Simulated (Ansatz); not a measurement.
[S4]2- (S4²⁻). Charge -2, multiplicity 3. Geometry PBE0-D4/def2-TZVPD, that of the charge -2 singlet; atoms count from 1.

```
atom    x (Å)    y (Å)    z (Å)
  S1   2.0307   0.9353  -0.9711
  S2   0.9909   0.2236   0.6717
  S3  -0.5878  -1.0393   0.2395
  S4  -2.4339  -0.1196   0.0599
```

A multiply charged anion in the gas phase is held together partly by the finite basis. The highest occupied level of the charge -2 triplet lies above zero (up to 4.32 eV). It is a level of α spin, whose loss leaves a doublet; that state wasn't run at this geometry and level. The electron is either unbound and held by the finite basis, or the level is raised by self-interaction error. At PBE0-D4/def2-TZVPD a singlet of charge -2 lies 1.75 eV below the triplet at the same geometry.

(1) Estimate the Mulliken populations from the PBE0/def2-TZVPD orbitals of Ansatz.

(2) Where does the spin sit?

(3) And the Mayer bond orders between bonded heavy atoms (over 0.3)?

## Answers

(1) 
| atom | charge (e) | spin (α − β) |
| --- | --- | --- |
| S1 | -0.81 | 1.24 |
| S2 | -0.27 | 0.58 |
| S3 | -0.18 | 0.10 |
| S4 | -0.73 | 0.07 |
Mulliken values and Mayer orders depend strongly on the basis. With diffuse functions, as here, like atoms can get unlike values, and bond orders can come out too low or too high.

(2) Summed by element: S 2.00, of 2 unpaired in all. Largest on single atoms: S1 1.24, S2 0.58, S3 0.10.

(3) S1–S2 1.36 (2.07 Å); S2–S3 0.99 (2.07 Å); S3–S4 1.07 (2.07 Å).
